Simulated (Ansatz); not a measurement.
# SiO⁺, doublet: the ladder up to UCCSDT(Q)

Geometry: that of the SiO, triplet, kept fixed.

```yaml
atoms:
  - { symbol: Si, position_ang: [0.0000, 0.0000, 0.0000] }
  - { symbol: O, position_ang: [0.0000, 0.0000, 1.7235] }
```

Basis cc-pVTZ; Ansatz 0.2.0. Only valence electrons are correlated (noble-gas cores frozen), which leaves 9 electrons in 58 orbitals. R marks a restricted (for open shells ROHF) determinant, U an unrestricted one. Active spaces: valence = (9e, 8o) chosen from the atoms' valence shells.

Full CI isn't at hand for all of this; UCCSDT(Q) serves as the reference, and is uncertain by about the last step of the cluster series. The frozen core follows each run's orbitals, which can shift R against U totals by a few meV.

For open shells CISD is restricted-active-space CI with the open shells as a complete middle space.

```
UHF ⟨S²⟩                          : 0.761
T1 diagnostic (RCCSD)             : 0.0263
largest doubles amplitude (RCCSD) : 0.083
T1 diagnostic (UCCSD)             : 0.0233
```

```json
{"level": "RHF", "E − E(UCCSDT(Q)) (kcal/mol)": "184.09", "share of correlation (%)": "0.00", "wall time": "–"}
{"level": "UHF", "E − E(UCCSDT(Q)) (kcal/mol)": "181.18", "share of correlation (%)": "1.59", "wall time": "–"}
{"level": "RMP2", "E − E(UCCSDT(Q)) (kcal/mol)": "22.00", "share of correlation (%)": "88.05", "wall time": "–"}
{"level": "UMP2", "E − E(UCCSDT(Q)) (kcal/mol)": "22.19", "share of correlation (%)": "87.95", "wall time": "–"}
{"level": "CISD", "E − E(UCCSDT(Q)) (kcal/mol)": "19.27", "share of correlation (%)": "89.54", "wall time": "3.9 s"}
{"level": "RCCSD", "E − E(UCCSDT(Q)) (kcal/mol)": "7.80", "share of correlation (%)": "95.76", "wall time": "–"}
{"level": "UCCSD", "E − E(UCCSDT(Q)) (kcal/mol)": "7.73", "share of correlation (%)": "95.80", "wall time": "–"}
{"level": "RCCSD(T)", "E − E(UCCSDT(Q)) (kcal/mol)": "1.08", "share of correlation (%)": "99.41", "wall time": "9 s"}
{"level": "UCCSD(T)", "E − E(UCCSDT(Q)) (kcal/mol)": "1.08", "share of correlation (%)": "99.42", "wall time": "12 s"}
{"level": "BCCD(T)", "E − E(UCCSDT(Q)) (kcal/mol)": "1.07", "share of correlation (%)": "99.42", "wall time": "5.5 s"}
{"level": "RCCSDT", "E − E(UCCSDT(Q)) (kcal/mol)": "0.46", "share of correlation (%)": "99.75", "wall time": "–"}
{"level": "UCCSDT", "E − E(UCCSDT(Q)) (kcal/mol)": "0.43", "share of correlation (%)": "99.76", "wall time": "–"}
{"level": "RCCSDT(Q)", "E − E(UCCSDT(Q)) (kcal/mol)": "0.15", "share of correlation (%)": "99.92", "wall time": "76 s"}
{"level": "CASSCF (valence space)", "E − E(UCCSDT(Q)) (kcal/mol)": "130.32", "share of correlation (%)": "29.21", "wall time": "–"}
{"level": "NEVPT2 (valence space)", "E − E(UCCSDT(Q)) (kcal/mol)": "25.60", "share of correlation (%)": "86.10", "wall time": "4.2 s"}
{"level": "MRCISD (valence space)", "E − E(UCCSDT(Q)) (kcal/mol)": "9.27", "share of correlation (%)": "94.96", "wall time": "–"}
{"level": "MRCISD+Q (valence space)", "E − E(UCCSDT(Q)) (kcal/mol)": "2.17", "share of correlation (%)": "98.82", "wall time": "6 s"}
```

The correlation energy at UCCSDT(Q), counted from RHF, is -7.983 eV. That run took 71 s on 1 thread of Arm Neoverse V2, shared host.

Times hold each run's SCF and search for its determinant on a shared host, so for small cases they say little of a method's own cost; they ran on 1 thread of Arm Neoverse V2.

Natural occupations of CASSCF (valence space) about the gap: 1.998 1.974 1.963 1.935 0.999 0.063 0.038 0.030; effectively unpaired electrons, Σ n²(2−n)², 1.05.
